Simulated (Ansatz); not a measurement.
**CaRhO$_{3}$ (Cmcm)**

Computed with Ansatz, DFT r2SCAN, scalar-relativistic, plane waves, PAW.

Cutoff 500 eV; k points 12×12×6 on the computed 10-atom cell (Γ-centred); Gaussian smearing, width 0.10 eV; collinear spin from starting moments 0 0 0.54 0.54 0.18 0.18 0.12 0.12 0.12 0.12 μB.

The structure is relaxed at this level of theory with its symmetry kept. Whether it is the stable form of this composition wasn't checked.

```cif
data_structure
_symmetry_space_group_name_H-M 'Cmcm'
_symmetry_Int_Tables_number 63
_cell_length_a 3.1073
_cell_length_b 9.7898
_cell_length_c 7.2873
_cell_angle_alpha 90.000
_cell_angle_beta 90.000
_cell_angle_gamma 90.000
_cell_volume 221.68
loop_
_atom_site_label
_atom_site_type_symbol
_atom_site_symmetry_multiplicity
_atom_site_Wyckoff_symbol
_atom_site_fract_x
_atom_site_fract_y
_atom_site_fract_z
_atom_site_occupancy
Ca1 Ca 4 c 0.00000 0.25033 0.75000 1
Rh1 Rh 4 a 0.00000 0.00000 0.00000 1
O1 O 4 c 0.50000 0.42440 0.75000 1
O2 O 8 f 0.50000 0.12680 0.94784 1
```

```
Space group                                                       : Cmcm (No. 63)
Volume per atom                                                   : 11.08 Å³
Formation energy from the elements' standard states (uncorrected) : -1.918 eV/atom
Generalised Kohn–Sham band gap                                    : none (metal)
Density of states at the Fermi level                              : 2.96 states/eV per cell
Löwdin character within 0.5 eV of the Fermi level                 : Rh 4d 52 %, O 2p 45 %
Bader charges (e)                                                 : Ca (2 in the cell) 1.59, Rh (2 in the cell) 1.57, O (2 in the cell) -1.04, O (4 in the cell) -1.06
Total moment                                                      : 2.00 μB per cell
Site moments (μB; atoms counted from 1 over the whole cell)       : Rh (atom 3) 0.49, Rh (atom 4) 0.49, O (atom 5) 0.17, O (atom 6) 0.17, O (atom 7) 0.11, O (atom 8) 0.11, O (atom 9) 0.11, O (atom 10) 0.11
```

The state reached may not be the lowest one.

Only this magnetic start was tried.

Cost: 1 run of about 16 core-minutes, on Arm Neoverse V2 (shared hosts).